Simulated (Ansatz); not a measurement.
# doublet ClF(+): levels of theory in one basis

| atom | x (Å) | y (Å) | z (Å) |
| --- | --- | --- | --- |
| Cl | 0.0000 | 0.0000 | -0.8373 |
| F | 0.0000 | 0.0000 | 0.8373 |

Basis set: def2-SVP (spherical functions). Frozen core: 6 orbitals. Correlation on ROHF uses semicanonical orbitals with singles. Charge 1, multiplicity 2.

Computed with Ansatz (development build ahead of 0.2.0); each method stands on the lowest determinant of its kind that the runs found.

```csv
method,E − E(ROHF) (eV),<S²> of the determinant
ROHF,0.00,–
UHF,-0.17,0.86
UHF-MP2,-8.44,0.86
ROHF-CCSD(T),-9.60,–
UHF-CCSD(T),-9.60,0.86
```

(1) What does ROHF-MP2 give on the same scale?

Answers

(1) -8.72 eV.

Caution for UHF, UHF-MP2, UHF-CCSD(T): the unrestricted determinant is spin contaminated.
